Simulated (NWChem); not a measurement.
Everything below was run with NWChem. System: CH, charge 0, spin multiplicity 2, at a geometry optimised with UPBE0/def2-SVP. The structure started from a generated list of species. Its SCF solution wasn't tested for a lower state. Level: UMP2/def2-TZVP, 1 core orbitals frozen.

The NWChem input:

```
start mol
memory heap 200 mb stack 900 mb global 1100 mb
geometry units angstroms nocenter noautoz
  C      0.000000     0.000000     0.162037
  H      0.000000     0.000000    -0.972224
  symmetry group C2v
end
basis spherical
  * library def2-tzvp
end
scf
  uhf
  nopen 1
  maxiter 100
  thresh 1e-7
  semidirect memsize 60000000 filesize 0
  # guess.movecs holds the orbitals of an unrestricted PBE0 run
  vectors input guess.movecs output mol.movecs
end
mp2
  freeze core 1
end
task mp2 energy
```

NWChem printed:

```
             Northwest Computational Chemistry Package (NWChem) 7.3.0
             --------------------------------------------------------

                                NWChem Input Module
                                -------------------

 Scaling coordinates for geometry "geometry" by  1.889725989
 (inverse scale =  0.529177249)

 Turning off AUTOSYM since
 SYMMETRY directive was detected!

                             Geometry "geometry" -> ""
                             -------------------------

 Output coordinates in angstroms (scale by  1.889725989 to convert to a.u.)

  No.       Tag          Charge          X              Y              Z
 ---- ---------------- ---------- -------------- -------------- --------------
    1 C                    6.0000     0.00000000     0.00000000     0.16203700
    2 H                    1.0000     0.00000000     0.00000000    -0.97222400

 Effective nuclear repulsion energy (a.u.)       2.7992353559

            Nuclear Dipole moment (a.u.)
            ----------------------------
        X                 Y               Z
 ---------------- ---------------- ----------------
     0.0000000000     0.0000000000    -0.0000037795

      Symmetry information
      --------------------

 Group name             C2v
 Group number             16
 Group order               4
 No. of unique centers     2

      Symmetry unique atoms

     1    2


 Summary of "ao basis" -> "" (spherical)
 ------------------------------------------------------------------------------
       Tag                 Description            Shells   Functions and Types
 ---------------- ------------------------------  ------  ---------------------
 *                         def2-tzvp                  on all atoms

 Summary of "ao basis" -> "ao basis" (spherical)
 ------------------------------------------------------------------------------
       Tag                 Description            Shells   Functions and Types
 ---------------- ------------------------------  ------  ---------------------
 C                         def2-tzvp                11       31   5s3p2d1f
[...]
  AO/Fock/Back tols     =   1.0D-09  1.0D-09  1.0D-09

 GA uses MA = F    GA memory limited = T

 Available:
  local mem=  1.26D+08
 global mem=  1.44D+08
 local disk=  0.00D+00
  mp2_memr nvloc                    33
  nvloc new                    33
   1 passes of   3:        3145728                       7740                    239027.
   1 passes of   3: M    126154108           G      144176462           F     123008380.

 Semi-direct pass number   1 of   1  for UHF alpha       at        0.3s
  vrange nnbf                   703
  mp2_eaftype                    10  avail_ma_in_mb                  1099
 EAF : mp2_eaftype filesize          10     119513.
  mp2_eaf for mointskh                     10
Node 0 wrote      0.6 Mb in      0.0 s     Agg I/O rate:  1170.6 Mb/s
 Done moints_semi at        0.4s
  mp2_eaftype                    10  avail_ma_in_mb                  1089
 EAF : mp2_eaftype filesize          10     119513.
  mp2_eaf for kh                    10
 Done maket at        0.5s
 Done multipass loop at        0.5s

 GA uses MA = F    GA memory limited = T

 Available:
  local mem=  1.26D+08
 global mem=  1.44D+08
 local disk=  0.00D+00
  mp2_memr nvloc                    34
  nvloc new                    34
   1 passes of   2:        3145728                       6191                    164931.
   1 passes of   2: M    126154108           G      144176462           F     123008380.

 Semi-direct pass number   1 of   1  for UHF beta        at        0.5s
  vrange nnbf                   703
  mp2_eaftype                    10  avail_ma_in_mb                  1099
 EAF : mp2_eaftype filesize          10      82465.
  mp2_eaf for mointskh                     10
Node 0 wrote      0.4 Mb in      0.0 s     Agg I/O rate:  1402.8 Mb/s
 Done moints_semi at        0.7s
  mp2_eaftype                    10  avail_ma_in_mb                  1089
 EAF : mp2_eaftype filesize          10      82465.
  mp2_eaf for kh                    10
 Done maket at        0.7s
 Done multipass loop at        0.7s

          -------------------------------------------
          SCF energy                 -38.281855676634
          Correlation energy          -0.097908422718
          Singlet pairs                0.000000000000
          Triplet pairs                0.000000000000
          Total MP2 energy           -38.379764099352
          -------------------------------------------

          ---------------------------------------------------
                    Spin Component Scaled (SCS) MP2
          Same spin pairs                     -0.014379065870
          Same spin scaling factor             0.333333333333
          Opposite spin pairs                 -0.083529356848
          Opposite spin scaling fact.          1.200000000000
          SCS-MP2 correlation energy          -0.105028250174
          Total SCS-MP2 energy               -38.386883926808
          ---------------------------------------------------

 -----------------------
 Performance information
 -----------------------

 Timer overhead =  2.72D-07 seconds/call

               Nr. of calls         CPU time (s)                 Wall time (s)                GFlops
             ---------------    -------------------     ------------------------------   -------------------
Name         Min   Avg   Max    Min     Avg     Max     Min     Avg     Max   Mx/calls   Min     Max     Sum
mp2: moin     2     2     2   0.37    0.37    0.37     0.37    0.37    0.37    0.18      0.0     0.0     0.0
mp2: make     2     2     2   7.90E-3 7.90E-3 7.90E-3  7.90E-3 7.90E-3 7.90E-3 3.95E-3   0.0     0.0     0.0
mp2: tota     1     1     1   0.46    0.46    0.46     0.46    0.46    0.46    0.46      0.0     0.0     0.0

 The average no. of pstat calls per process was 5.00D+00
 with a timing overhead of 1.36D-06s

 Task  times  cpu:        0.7s     wall:        0.7s

 Total times  cpu:        0.7s     wall:        0.7s
```
